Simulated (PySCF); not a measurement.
Species: C₃H₇NO.
Structure used (GFN2-xTB), in Å, numbered top down from 1:
```xyz
12
C3H7NO angstrom
C     -1.5471   -0.3909   -0.0109
C     -0.4063    0.6196   -0.0500
N      0.8160    0.0648    0.4916
C      1.9195   -0.1261   -0.2526
O      2.0443    0.1771   -1.4119
H     -2.4444    0.0470   -0.4389
H     -1.2849   -1.2768   -0.5841
H     -1.7629   -0.6888    1.0136
H     -0.1821    0.9044   -1.0798
H     -0.6788    1.5171    0.5161
H      0.7945   -0.2526    1.4474
H      2.7333   -0.5955    0.3334
```

Computed with PBE0/pcSseg-1 in PySCF (dipole) on a GFN2-xTB geometry, gas phase.

Take the most abundant isotopes and a rigid rotor. The values belong to one conformer with, in the numbering `[CH3:1][CH2:2][NH:3][CH:4]=[O:5]`, C1–C2–N3–C4 115°, C2–N3–C4–O5 3°.

Problem. What are A, B and C (MHz)?

Solution. Ia = 39.66, Ib = 169.58, Ic = 184.84 u·Å²; 505379 MHz·u·Å²/I gives A = 12743, B = 2980, C = 2734 MHz.

Problem. What kind of rotor is it?

Solution. A near-prolate asymmetric top: κ = (2 × 2980 − 12743 − 2734)/(12743 − 2734) = -0.95.

Problem. Is it planar, by Δ = Ic − Ia − Ib?

Solution. Not planar: Δ = Ic − Ia − Ib = -24.39 u·Å². For a rigid frame Δ = −2 Σ m c², so Σ m c² = 12.20 u·Å² lies off the ab plane: 5.54 from hydrogen and 6.66 from heavier atoms. The atom farthest from that plane is 1.54 Å away.

Problem. Give the other two planar moments, Paa and Pbb, and the rms extents of the mass along the axes.

Solution. Paa = Σ m a² = (Ib + Ic − Ia)/2 = 157.38 and Pbb = Σ m b² = (Ia + Ic − Ib)/2 = 27.46 u·Å². With the mass M = 73.05 u, the rms extents √(P/M) along a, b and c are 1.47, 0.61, 0.41 Å.

Problem. Where do the levels up to J = 5 lie, in cm⁻¹?

Solution. Above 0(0,0):
J = 1: 1(0,1) 0.1906, 1(1,1) 0.5163, 1(1,0) 0.5245
J = 2: 2(0,2) 0.5717, 2(1,2) 0.8893, 2(1,1) 0.9139, 2(2,1) 1.8909, 2(2,0) 1.8910
J = 3: 3(0,3) 1.1429, 3(1,3) 1.4487, 3(1,2) 1.4979, 3(2,2) 2.4627, 3(2,1) 2.4635, 3(3,1) 4.1116, 3(3,0) 4.1116
J = 4: 4(0,4) 1.9038, 4(1,4) 2.1944, 4(1,3) 2.2765, 4(2,3) 3.2250, 4(2,2) 3.2273, 4(3,2) 4.8743, 4(3,1) 4.8743, 4(4,1) 7.1824, 4(4,0) 7.1824
J = 5: 5(0,5) 2.8538, 5(1,5) 3.1262, 5(1,4) 3.2493, 5(2,4) 4.1777, 5(2,3) 4.1830, 5(3,3) 5.8279, 5(3,2) 5.8279, 5(4,2) 8.1357, 5(4,1) 8.1357, 5(5,1) 11.1033, 5(5,0) 11.1033
The levels of one J sum to (2J + 1)J(J + 1)(A + B + C)/3.

Problem. Which types of transition are allowed, and where do some lines up to J = 4 fall?

Solution. The dipole components are |μa| = 2.79 D, |μb| = 2.80 D, |μc| = 0.14 D. Intensities carry the squares of the components, which stand as 1.00 : 1.00 : 0.00 (a : b : c). Some lines, for components of 0.1 D or more:

| type | branch | J(Ka,Kc) | MHz | lower level (cm⁻¹) |
| --- | --- | --- | --- | --- |
| c | Q | 4(1,4) ← 4(0,4) | 8712 | 1.904 |
| c | Q | 3(1,3) ← 3(0,3) | 9168 | 1.143 |
| c | Q | 2(1,2) ← 2(0,2) | 9521 | 0.572 |
| b | Q | 2(1,1) ← 2(0,2) | 10260 | 0.572 |
| a | R | 2(1,2) ← 1(1,1) | 11182 | 0.516 |
| a | R | 2(0,2) ← 1(0,1) | 11424 | 0.191 |
| b | R | 1(1,1) ← 0(0,0) | 15477 | 0.000 |
| a | R | 3(0,3) ← 2(0,2) | 17124 | 0.572 |
| a | R | 3(2,2) ← 2(2,1) | 17143 | 1.891 |
| a | R | 4(2,3) ← 3(2,2) | 22853 | 2.463 |
| a | R | 4(1,3) ← 3(1,2) | 23340 | 1.498 |
| b | Q | 3(2,1) ← 3(1,2) | 28946 | 1.498 |
| b | R | 2(2,1) ← 1(1,0) | 40963 | 0.524 |
| b | R | 3(2,2) ← 2(1,1) | 46432 | 0.914 |
| b | Q | 4(3,2) ← 4(2,3) | 49445 | 3.225 |
| b | R | 3(3,0) ← 2(2,1) | 66576 | 1.891 |
| b | R | 4(3,1) ← 3(2,2) | 72299 | 2.463 |
| c | R | 4(4,0) ← 3(3,0) | 92060 | 4.112 |
| c | R | 4(4,1) ← 3(3,1) | 92060 | 4.112 |

No GFN2-xTB frequencies stand behind this structure, so it isn't proved a minimum. No vibrational averaging or centrifugal distortion is included, and the geometry carries the error of its method. A rigid rotor knows nothing of internal rotation, which can split or shift real lines. Quadrupole hyperfine structure (14N) is left out.
